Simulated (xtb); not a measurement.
xtb input:

```bash
xtb mol.xyz --gfn 1 --sp --chrg 0 --uhf 0
```
mol.xyz:
```
4

O     -0.00091616    -0.01015443     0.67280603
C      0.00071614     0.00793741    -0.52591197
H     -0.00265489     0.95544190    -1.09932737
H      0.00568738    -0.92183092    -1.12764904
```

Task: Which total energy does the run end on?

Result: -7.84635 Eh (GFN1-xTB).
